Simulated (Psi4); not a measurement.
**wB97/aug-cc-pV(T+d)Z (density fitting) run of LiF (SMILES [Li][F])**

Aim: a structure relaxation of LiF. 

Program for the calculation: Psi4 1.11.

1 further run of the same task is left out (set aside as unsound or not needed).

### 1 The structure to begin with

The species is LiF (2 atoms), meant as a singlet with charge 0. SMILES: `[Li][F]`. The Li1–F2 distance was set to 1.923 Å, away from the relaxed value. The run starts from this shape.

Bond lengths: Li1–F2 1.923 Å.

### 2 A geometry optimisation at wB97/aug-cc-pV(T+d)Z (density fitting)

Contents of calc.inp:

```
memory 1600 mb

molecule {
  0 1
  Li    -1.66121666     0.49825086    -0.87313662
  F      1.43543596    -0.51948571     0.73453654
  units au
  symmetry c1
  no_reorient
  no_com
}

set {
  basis aug-cc-pV(T+d)Z
  reference rks
  scf_type df
  geom_maxiter 40
  g_convergence nwchem_loose
}

E, wfn = opt('wb97', return_wfn=True)
```

Launch:

```sh
$ psi4 -i calc.inp -o calc.out -n 1
```

What values should one expect? Wanted: total energy at the end; dipole moment; HOMO energy; LUMO energy; HOMO–LUMO gap; bond length.

Answer, from the run:

At wB97/aug-cc-pV(T+d)Z (density fitting):

| quantity | value |
| --- | --- |
| total energy at the end | -107.44435 Eh |
| dipole moment | 6.38 D |
| HOMO energy | -10.76 eV |
| LUMO energy | -0.16 eV |
| HOMO–LUMO gap | 10.60 eV |
| bond length | 1.588 Å |

In words: At the final geometry: Bond lengths: Li1–F2 1.588 Å. The optimisation took 7 steps and changed the energy by -0.493 eV.
